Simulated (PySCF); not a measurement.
# The bond of SiO, level by level

One table from this session's results is given with a row withheld; the runs are named, their logs left out.

Method: Si def2-TZVPP, O def2-TZVPP, no relativity; program: PySCF 2.14.0.

The first run:

A driver script around PySCF takes these settings:

```json
{"atoms": "Si, O", "charge": "0", "basis": "Si def2-TZVPP, O def2-TZVPP", "Hamiltonian": "no relativity", "basis functions": "73", "electrons treated": "22", "masses in u": "27.9769, 15.9949", "levels": "PBE0, PBE, r²SCAN, B2PLYP, B97-3, BP86, M06, CAM-B3LYP, HF, MP2, SCS-MP2, CCSD, CCSD(T)", "grid": "80 radial by 434 angular points", "occupations": "held fixed by the projection of orbital angular momentum", "dissociation limit": "Si + O, each in its ground configuration", "starting distance in angstrom": "1.715", "values of 2S to try": "0, 2, 4"}
```

The run is started by

```bash
OMP_NUM_THREADS=1 python dia.py task.json out
```

Among the steps run: The job; The PBE0 curve of the state that the search chose; Higher solutions at PBE0; PBE; r²SCAN; B2PLYP (double hybrid); B97-3 (global hybrid GGA); BP86; M06; CAM-B3LYP; RHF (mean field); Adding correlation.

One of the session's tables, all rows but one given; the rest of the session is left out.

It belongs to the step «The curves together». Energy (eV) from each level's lowest point:

```
R (Å)    RHF  RHF-MP2  RHF-SCS-MP2  RHF-CCSD  RHF-CCSD(T)
1.299  1.685    2.267        2.229       n/a          n/a
1.359  0.656    1.078        1.049     0.938        1.022
1.419  0.138    0.389        0.370     0.300        0.354
1.465  0.000    0.115        0.106     0.069        0.097
1.510  0.026    0.000        0.000     0.000        0.000
1.555  0.180    0.007        0.018     0.058        0.027
1.616  0.536    0.160        0.185     0.283        0.207
1.691      ?        ?            ?         ?            ?
1.782  2.028    1.073        1.144     1.421        1.191
1.903  3.311    1.952        2.054       n/a          n/a
```

**Question.** Estimate the row for R (Å) = 1.691.

Worked estimate for «RHF». A straight line through the neighbours (1.616, 0.536) and (1.782, 2.028) gives 0.536 + (2.028 − 0.536) × (1.691 − 1.616) / (1.782 − 1.616) = 1.210; a parabola fitted to 4 rows on both sides gives 1.166.

As computed: RHF: 1.147; RHF-MP2: 0.510; RHF-SCS-MP2: 0.556; RHF-CCSD: 0.732; RHF-CCSD(T): 0.591. In «RHF» the line misses by +0.063 and the parabola by +0.019.
